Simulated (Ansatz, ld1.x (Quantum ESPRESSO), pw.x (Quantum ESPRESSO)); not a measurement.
Al (Z = 13): does the RRKJ potential hold in the solid?

Al, norm-conserving RRKJ (Kleinman–Bylander form), made with ld1.x (Quantum ESPRESSO) 7.5 (PBEsol, scalar-relativistic). Core [Ne], reference 3s1 3p0 (charge +2). Waves: 3s (bound): rc 1.80 bohr; 3p (bound, empty): rc 1.75 bohr. Local part: all-electron potential smoothed inside 1.65 bohr (lloc = -1). Core correction: a·sin(br)/r model core inside 1.15 bohr. rho0 = 0.001.

Crystal test: fcc Al in pw.x 7.5, no spin, 14³ k-points, Fermi–Dirac smearing 0.01 Ry, cutoffs 50/200 Ry. The reference is all-electron LAPW (Ansatz 0.2.0) with the same functional, mesh and smearing; V0 and B0 come from Birch–Murnaghan fits to the pressures at five volumes. Errors are pseudo minus all-electron; Δ is the rms difference of the E(V) curves that follow from these fits, minima aligned, over ±6 % about the mean V0. Mesh and smearing are coarse, so the numbers serve the comparison and aren't converged zero-temperature values; the lattice is a test structure that the element need not adopt.

```tsv
V (Å³/atom)	P all-electron (GPa)	P pseudo (GPa)
15.397	4.49	4.28
15.802	2.01	1.81
16.207	-0.16	-0.33
16.612	-2.03	-2.19
17.017	-3.66	-3.80
```

All-electron: a0 = 4.015 Å (V0 = 16.18 Å³/atom), B0 = 81.2 GPa.

Pseudopotential: mean pressure error (GPa): -0.17; a0 (Å): 4.012; a0 error (%): -0.07; B0 error (%): +0.2; Δ (meV/atom): 0.6.

At the middle volume, how do free energy and pressure move when the wave cutoff is lowered (ecutrho kept at four times it)?

| cutoff (Ry) | shift of F (meV/atom) | shift of P (GPa) |
| --- | --- | --- |
| 22 | +20.5 | +0.39 |
| 30 | +5.0 | -0.33 |
| 40 | +1.5 | -0.08 |

The run at the middle volume (104 k-points, 6 iterations) took about 4.2 s on one core of a shared host (Neoverse-V1, 32 threads, 247 GiB, load 27).
